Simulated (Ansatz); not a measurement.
A nudged elastic band was laid between two geometries of H3O (4 atoms, charge 1, multiplicity 1).

All numbers below come from RKS PBE0-D4/def2-TZVP in Ansatz.

* movable images: 7
* climbing image: yes
* spring: 5.0 eV/Å²
* optimiser: quadratic models (default)
* start path: straight line
* force threshold: 0.03 eV/Å
* iteration limit: 60
* end points: relaxed

Initial state:

```xyz
4
Properties=species:S:1:pos:R:3
O 0.181 -0.056 -0.052
H 0.219 0.919 0.015
H -0.409 -0.368 -0.768
H 0.008 -0.494 0.805
```

Final state:

```xyz
4
Properties=species:S:1:pos:R:3
O -0.181 0.056 0.052
H 0.340 0.881 -0.020
H -0.288 -0.406 -0.803
H 0.129 -0.531 0.770
```

What changes between the two ends?

No bond is made or broken. The height of O1 over the plane of its neighbours goes from -0.26 to 0.26 Å. The two ends are copies of one structure, up to a mirror image or an exchange of like atoms.

Give the energies along the band, and the barrier.

It converged. The highest image is number 4 of 0 to 8, 5.5 kJ/mol above the ends, which have the same energy within 2 meV. Another band between the same ends (7 images) ends at a top of the same energy, where a vibrational analysis finds 1 clearly imaginary mode. Limits of this set-up: the dipole of an ion depends on the origin.

```tsv
image	path coordinate (Å)	energy (kJ/mol)	height of O1 over the plane of its neighbours (Å)
0	0.00	0.0	-0.26
1	0.06	1.0	-0.20
2	0.12	3.0	-0.13
3	0.18	4.8	-0.07
4	0.23	5.5	0.00
5	0.29	4.8	0.07
6	0.35	3.0	0.13
7	0.41	1.0	0.20
8	0.47	0.0	0.26
```

What is the geometry of the highest image?


```xyz
4
Properties=species:S:1:pos:R:3:forces:R:3
O 0.000 0.000 0.000 0.00 0.00 0.00
H 0.289 0.928 -0.003 0.00 0.00 0.00
H -0.359 -0.400 -0.810 0.00 0.00 0.00
H 0.071 -0.529 0.813 0.00 0.00 0.00
```

Run time: 15 s on 1 thread of Arm Neoverse V1, with other jobs on the host, peak memory 0.08 GiB.
